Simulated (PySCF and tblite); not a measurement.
Values are calculated unless marked as measured or tabulated.
System: C4H5N, numbered as in [CH:1]#[C:2][N:3]1[CH2:4][CH2:5]1.

Geometries: B3LYP-D3(BJ)/def2-SVP; energies: revPBE/pcSseg-1 + D3(BJ), IEF-PCM water; zero-point and thermal terms from GFN2-xTB harmonic modes (soft modes blended into free rotors). Rates follow Eyring's equation with the number of equivalent paths and no tunnelling. Programs: tblite and PySCF.

Task: What barrier does the pyramidal inversion at N3 meet, and how fast is it at 298 K?

Result: The electronic barrier is 9.9 kcal/mol and ΔG‡(298 K) 8.8 kcal/mol, over a C2v saddle with an imaginary mode of 296i cm⁻¹ (GFN2-xTB). With 1 equivalent path, k is 2×10⁶ s⁻¹, a mean lifetime of the start of 500 ns against this motion.
